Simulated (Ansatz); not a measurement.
System: rock-salt ErN. Method: LDA in Ansatz (plane waves, PAW).

Numerical settings: plane-wave cutoff 520 eV, 20×20×20 k mesh, Fermi–Dirac smearing 0.05 eV, spin-polarised with parallel moments, scalar-relativistic PAW data made under PBE.

The volume scan:

```json
[
 {"V (Å³/atom)": "12.279", "E − E_lowest (meV/atom)": "28.92", "P (GPa)": "12.21"},
 {"V (Å³/atom)": "12.540", "E − E_lowest (meV/atom)": "12.69", "P (GPa)": "7.78"},
 {"V (Å³/atom)": "12.802", "E − E_lowest (meV/atom)": "3.30", "P (GPa)": "3.82"},
 {"V (Å³/atom)": "13.063", "E − E_lowest (meV/atom)": "0.00", "P (GPa)": "0.28"},
 {"V (Å³/atom)": "13.324", "E − E_lowest (meV/atom)": "2.20", "P (GPa)": "-2.92"},
 {"V (Å³/atom)": "13.585", "E − E_lowest (meV/atom)": "9.37", "P (GPa)": "-5.82"},
 {"V (Å³/atom)": "13.847", "E − E_lowest (meV/atom)": "21.05", "P (GPa)": "-8.46"}
]
```

Problem. Estimate the bulk modulus and its pressure derivative from these points.

Solution. V0 = 13.084 Å³/atom, B0 = 168 GPa, B′ = 4.2 (fit to the energies at full precision).

Note: the magnetic order was assumed, not searched for or taken from measurement; the 4f shell is treated without U or exact exchange, so its levels and filling can be wrong; the volume lies 8 % below that of the published cell.

Spin–orbit coupling is not included; it can open a gap where bands touch, and shift volumes and moduli.

Computed values are for the static lattice.

Ansatz is a program for electronic structure.
